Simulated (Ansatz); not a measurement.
# C4H8O: the cost of one run

All numbers are computed with Ansatz 0.2.0, driven from Python. The levels of theory stand in the script.

### Step 1. The system

Bond lengths: C1–C2 1.433 Å, C2–C3 1.346 Å, C3–C4 1.579 Å, C4–O5 1.413 Å, C1–H6 1.152 Å, C1–H7 1.101 Å, C1–H8 1.072 Å, C2–H9 1.124 Å, C3–H10 1.040 Å, C4–H11 1.044 Å, C4–H12 1.107 Å, O5–H13 1.007 Å. Angles (14 of 19 angles, heavy atoms first): C1–C2–C3 122.9°, C2–C3–C4 120.9°, C3–C4–O5 105.8°, C1–C2–H9 114.2°, C3–C2–H9 122.8°, C2–C1–H6 111.8°, C2–C1–H7 113.9°, C2–C1–H8 113.4°, C2–C3–H10 121.3°, C4–C3–H10 117.8°, C3–C4–H11 111.7°, C3–C4–H12 105.4°, O5–C4–H11 115.3°, O5–C4–H12 109.0°.

Input file c4h8o.xyz:

```xyz
13

C    -1.43760    1.13170    0.96920
C    -0.20670    0.46690    0.66090
C    -0.10640   -0.48630   -0.28380
C     1.27440   -1.19490   -0.57590
O     1.54470   -0.96200   -1.94300
H    -1.36560    2.26740    0.79110
H    -2.28130    0.82650    0.33030
H    -1.72760    1.03500    1.99660
H     0.66220    0.78770    1.29700
H    -0.93420   -0.79030   -0.83570
H     2.01820   -0.87880    0.08570
H     1.08760   -2.27550   -0.42400
H     1.49250    0.03780   -2.05350
```

### Step 2. Script

Contents of disp_c4h8o.py:

```python
'''Dispersion corrections for C4H8O.'''

import ansatz


def main() -> None:
    system = ansatz.Crystal.molecule_from_extxyz('c4h8o.xyz')

    setup = system.calculation().basis(gaussian='def2-SVP')
    for name in ['pbe0', 'revpbe']:
        for correction in ('d3bj', 'd4'):
            r = setup.functional(name, dispersion=correction).run(threads=1).report
            print(f'{name:8s} {correction:5s} total {r["free_energy_ev"]:.5f} eV, of which dispersion {1000 * r["dispersion"]["energy"]["ev"]:.2f} meV')


if __name__ == '__main__':
    main()
```

### Step 3. The run

Run with:

```console
$ python disp_c4h8o.py
```

Q: Estimate wall time and peak memory on 1 thread of Intel Xeon 6975P-C (Granite Rapids), shared host.

About 9.3 s, with a peak of 0.25 GiB.
